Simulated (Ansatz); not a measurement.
hcp Mg, treated with r²SCAN (plane waves, PAW; Ansatz, a program for electronic structure).

Numerical settings: plane-wave cutoff 560 eV, 18×18×12 k mesh (along the axes of the cell as run), Fermi–Dirac smearing 0.05 eV, scalar-relativistic PAW data made under PBE.

Energies at three volumes about the minimum:

```
V (Å³/atom)  E − E_lowest (meV/atom)
-----------  -----------------------
22.115                          1.17
22.566                          0.00
23.018                          1.06
```

Task: Fit a parabola by hand: where is the minimum, and what is the bulk modulus?

Result: Slopes: (0.00 − 1.17)/(22.566 − 22.115) = -2.594 and (1.06 − 0.00)/(23.018 − 22.566) = 2.345 meV/Å³. Curvature E″ = 2 × (2.345 − (-2.594))/(23.018 − 22.115) = 10.939 meV/Å⁶. From the middle of the first interval, the slope vanishes at V0 = 22.3405 − (-2.594)/10.939 = 22.578 Å³/atom. B = V0 E″ = 22.578 × 10.939 meV/Å³ × 0.1602 GPa per meV/Å³ = 39.6 GPa. The full Birch–Murnaghan fit to all volumes gives V0 = 22.570 Å³/atom and B0 = 39.6 GPa.

Shape and atoms are relaxed at each volume.

Measured, for comparison: bulk modulus 38.6 GPa (copied from a table, unchecked, extrapolated to 0 K and zero-point effects removed; as tabulated in Lejaeghere et al. (2013), arXiv:1204.2733). Computed (rounded) less measured: bulk modulus not scored (unchecked).

Note: the bulk modulus comes from volumes at which shape and atoms were relaxed.
